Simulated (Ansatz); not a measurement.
Input file:

```yaml
crystal:
  periodic: [false, false, false]
  atoms:
    - {symbol: B, position_ang: [0.000000, -0.118289, 0.404237]}
    - {symbol: Al, position_ang: [0.000000, -0.042889, -2.321279]}
    - {symbol: H, position_ang: [0.000000, 0.161178, 1.917042]}
basis:
  gaussian: {orbitals: 6-31G}
magnetization: {spin_polarized: false, initial_magnetization: 1}
correlation: {active_space: {window: {electrons: 3, orbitals: 5}, fixed_orbitals: true}}
output: {forces: true}
```

```sh
$ ansatz run in.yaml --threads 1 --pin off --events-out ev --progress --plain --max-ram 2393MiB
```

Log:

```
296 factors; integrals over basis functions are off by at most 3.1e-4 eV
mean field evaluation 1: about -7263.9770 eV, gradient 6.8e0 eV
mean field evaluation 2: about -7263.9885 eV, gradient 6.8e0 eV
mean field evaluation 4: about -7264.4896 eV, gradient 8.9e-1 eV
mean field evaluation 8: about -7264.5166 eV, gradient 6.7e-1 eV
mean field evaluation 16: about -7264.6180 eV, gradient 2.1e-2 eV
mean field evaluation 32: about -7261.4747 eV, gradient 4.3e-2 eV
mean field evaluation 64: about -7264.5715 eV, gradient 5.4e-3 eV
mean field evaluation 96: about -7264.5626 eV, gradient 9.7e-1 eV
mean field evaluation 128: about -7262.6566 eV, gradient 9.1e0 eV
mean field evaluation 160: about -7264.5071 eV, gradient 6.3e-1 eV
mean field evaluation 192: about -7264.6170 eV, gradient 1.1e-1 eV
mean field -7264.61807182 eV, -266.9697900045 hartree, gradient 3.5e-6 eV, S^2 0.750000; 12 other end points of the search recorded, 0 dependent functions left out
reference -7264.61807182 eV, -266.9697900045 hartree; 10, 9 occupied and 14, 15 virtual orbitals, 296 factors
state -7264.93005530 eV, -266.9812551857 hartree
the calculation of the forces begins
Total energy: -7264.93005530 eV, -266.9812551857 hartree
Atom 0 at     0.000000    -0.118289     0.404237 Å, force    -0.000000     0.638749     2.082245 eV/Å
Atom 1 at     0.000000    -0.042889    -2.321279 Å, force    -0.000000    -0.009233     1.691850 eV/Å
Atom 2 at     0.000000     0.161178     1.917042 Å, force     0.000000    -0.629516    -3.774095 eV/Å
Dipole moment:     0.000000     0.032870    -0.427750 e Å
```

Forces (eV/Å):
```
B    0.000  0.639  2.082
Al   0.000 -0.009  1.692
H    0.000 -0.630 -3.774
```

Ran on 1 thread of Intel Xeon 6975P-C, shared host: 0.48 s wall, 0.08 GiB peak host memory.
